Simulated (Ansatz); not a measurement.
Geometry optimisation, RKS r2SCAN-D4/def2-SVPD (Ansatz 0.2.0).

Input:

```yaml
crystal:
  periodic: [false, false, false]
  atoms:
    - { symbol: "N", position_ang: [-0.59592, 0.53904, -0.5669] }
    - { symbol: C, position_ang: [0.45666, 0.03499, 0.32175] }
    - { symbol: S, position_ang: [0.36423, -1.72495, 0.70185] }
    - { symbol: H, position_ang: [-0.55722, -0.02154, -1.41786] }
    - { symbol: H, position_ang: [-1.48683, 0.29938, -0.13304] }
    - { symbol: H, position_ang: [0.39862, 0.61586, 1.2548] }
    - { symbol: H, position_ang: [1.42047, 0.25723, -0.16061] }
total_charge: -1
basis:
  gaussian: { orbitals: def2-SVPD }
hamiltonian:
  xc: r2scan
  dispersion: d4
relax:
  f_tol: 0.015
  max_steps: 40
```

Command:

```bash
$ ansatz run input.yaml --threads 2 --pin off --max-ram 3072MiB --backend cpu --events-out ev --progress --plain --runs-dir out
```

**Question.** Where does it end, and by what steps?

**Answer.** The run converged. Limits of this set-up: the dipole of an ion depends on the origin. After 4 steps the energy has fallen by 0.022 eV; S3 moved furthest, 0.03 Å.

```csv
step,energy less start (eV),largest force component (eV/Å),accepted
0,0.0000,0.670,yes
1,-0.0175,0.236,yes
2,-0.0212,0.063,yes
3,-0.0216,0.021,yes
4,-0.0216,0.002,yes
```

```xyz
7
Properties=species:S:1:pos:R:3
N -0.595 0.563 -0.573
C 0.456 0.037 0.321
S 0.352 -1.752 0.698
H -0.566 -0.034 -1.404
H -1.480 0.286 -0.141
H 0.408 0.628 1.252
H 1.425 0.272 -0.154
```

Whether the end is a true minimum wasn't checked by a vibrational analysis.

The run took 13 s on 2 threads of Intel(R) Xeon(R) Platinum 8259CL CPU @ 2.50GHz (Skylake/Cascade Lake), on a shared host, peak memory 0.19 GiB.
